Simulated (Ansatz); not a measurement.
**AlH₃O (triplet): the correlation ladder at distance Al1–H4 along a hydrogen transfer = 1.692 Å, cc-pVDZ**

Aim: climb from Hartree-Fock through coupled cluster and multireference methods for AlH₃O (triplet) at one geometry and basis, and see what each rung misses.

Program: Ansatz 0.2.0, Gaussian basis. Level of theory: cc-pVDZ, correlated electrons: outside noble gas. These are calculated values, not measurements.

The runs, in order: UHF; CCSD(T) on ROHF; CCSD(T) on UHF; BCCD(T) on ROHF; CISD; CCSDT(Q) on ROHF; CCSDT(Q) on UHF; CASSCF and MRCISD+Q, 4 electrons in 4 orbitals; CASSCF and NEVPT2, 4 electrons in 4 orbitals.

### 1 The system

The geometry derives from fragments relaxed apart (PBE0/def2-TZVP) and kept rigid, so it is no stationary point. A hydrogen atom is moved between rigid fragments.

5 atoms, charge 0, spin multiplicity 3.

Atoms are counted from 1 here; the program's logs count them from 0.

Bond lengths: Al1–H2 1.586 Å, Al1–H3 1.586 Å, Al1–H4 1.692 Å. Angles: H2–Al1–H3 120.0°, H2–Al1–H4 120.0°, H3–Al1–H4 120.0°.

In the tables R marks a restricted open-shell determinant and U an unrestricted one; 'pair' is the active space of 4 electrons in 4 orbitals; correlation energies count from the lowest restricted Hartree-Fock solution.

### 2 UHF

Contents of in.yaml:

```yaml
crystal:
  periodic: [false, false, false]
  atoms:
    - {symbol: Al, position_ang: [-1.157293, 0.000000, 0.000000]}
    - {symbol: H, position_ang: [-1.950217, 1.373384, 0.000000]}
    - {symbol: H, position_ang: [-1.950217, -1.373384, 0.000000]}
    - {symbol: H, position_ang: [0.534707, 0.000000, 0.000000]}
    - {symbol: O, position_ang: [2.163707, 0.000000, 0.000000]}
basis:
  gaussian: {orbitals: cc-pVDZ}
magnetization: {spin_polarized: true, initial_magnetization: 2}
hamiltonian: {xc: hf}
output: {orbitals: {seedname: orbitals}}
```

Started as:

```bash
$ ansatz run in.yaml --threads 1 --pin off --events-out ev --progress --plain --max-ram 2393MiB
```

After this run come: CCSD(T) on ROHF; CCSD(T) on UHF; BCCD(T) on ROHF; CISD; CCSDT(Q) on ROHF; CCSDT(Q) on UHF; CASSCF and MRCISD+Q, 4 electrons in 4 orbitals; CASSCF and NEVPT2, 4 electrons in 4 orbitals.

Before running them: what should the planned runs give, taken together? Wanted: correlation energy, UCCSDT(Q); RMP2 from UCCSDT(Q); UMP2 from UCCSDT(Q); RCCSD from UCCSDT(Q); RCCSD(T) from UCCSDT(Q); UCCSD(T) from UCCSDT(Q); RCCSDT(Q) from UCCSDT(Q); NEVPT2 pair from UCCSDT(Q); MRCISD+Q pair from UCCSDT(Q).

The runs gave:

```
                         quantity                                                   value
    correlation energy, UCCSDT(Q)                                              -6.5009 eV
              RMP2 from UCCSDT(Q)                                             +1226.6 meV
              UMP2 from UCCSDT(Q)                                             +1207.0 meV
             RCCSD from UCCSDT(Q)                                              +103.7 meV
          RCCSD(T) from UCCSDT(Q)                                               +26.0 meV
          UCCSD(T) from UCCSDT(Q)                                               +24.9 meV
         RCCSDT(Q) from UCCSDT(Q)                                                +1.3 meV
       NEVPT2 pair from UCCSDT(Q)                                             +1158.3 meV
     MRCISD+Q pair from UCCSDT(Q)                                               +67.4 meV
levels within 1 kcal/mol (43 meV)  RCCSD(T), UCCSD(T), BCCD(T), RCCSDT, UCCSDT, RCCSDT(Q)
                    T1 diagnostic                                                   0.028
```

RCCSD(T) lands +26.0 meV from the yardstick (0.4 % of the correlation energy). Of the multireference levels listed MRCISD+Q pair comes nearest (+67.4 meV). These misses are within one basis and frozen core, not against nature; frozen cores of the runs differ by up to some meV.
